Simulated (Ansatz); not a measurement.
**The aluminium atom (doublet): wave-function methods side by side, aug-cc-pVTZ**

The task here is to estimate one member of a computed series from the others.

Program: Ansatz 0.2.0, Gaussian basis. Level of theory: aug-cc-pVTZ, core rule «outside noble gas», up to 5 orbitals frozen. These are calculated values, not measurements.

The runs, in order: CCSD(T) on UHF; BCCD(T) on ROHF; CISD; CCSDT on ROHF; CCSDT on UHF; CASSCF and MRCISD+Q, 3 electrons in 4 orbitals; CASSCF and MRCISD+Q(relaxed), 3 electrons in 4 orbitals; CASSCF and NEVPT4(SD), 3 electrons in 4 orbitals; CASSCF and NEVPT2, 3 electrons in 4 orbitals.

**The atom**

A free atom, in its lowest state of this spin that the program finds.

1 atom, charge 0, spin multiplicity 2.

The first run:

in.yaml

```yaml
crystal:
  periodic: [false, false, false]
  atoms:
    - {symbol: Al, position_ang: [0.000000, 0.000000, 0.000000]}
basis:
  gaussian: {orbitals: aug-cc-pVTZ}
magnetization: {spin_polarized: true, initial_magnetization: 1}
correlation: {method: ccsd_t, electrons: outside_noble_gas}
```

Launch:

```sh
> ansatz run in.yaml --threads 1 --pin off --events-out ev --progress --plain --max-ram 2393MiB
```

Among the steps run: CCSD(T) on UHF; BCCD(T) on ROHF; CISD; CCSDT on ROHF; CCSDT on UHF; CASSCF and MRCISD+Q, 3 electrons in 4 orbitals; CASSCF and MRCISD+Q(relaxed), 3 electrons in 4 orbitals; CASSCF and NEVPT4(SD), 3 electrons in 4 orbitals; CASSCF and NEVPT2, 3 electrons in 4 orbitals.

One table of the session follows, with a row left open; its other results are not shown here.

| method | from UCCSD(T) (meV) |
| --- | --- |
| UHF | +1423.9 |
| UMP2 | +441.6 |
| UCCSD | +32.1 |
| UCCSD(T) | 0 |
| BCCD(T) | ? |
| UCCSDT | -13.4 |
| CASSCF valence | +876.4 |
| NEVPT2 valence | +226.8 |
| NEVPT4(SD) valence | +15.6 |
| MRCISD valence | +1.3 |
| MRCISD+Q valence | -36.9 |
| MRCISD+Q(relaxed) valence | -42.4 |

**Question.** Estimate the row for BCCD(T).

As computed: from UCCSD(T) (meV): +0.9. In the column «from UCCSD(T) (meV)» it lies between UCCSD(T) (0) and MRCISD valence (+1.3).

Not comparable, so not listed: CISD; CCSDT on ROHF (they don't share determinant, frozen orbitals or solution with the rows shown, or repeat one).
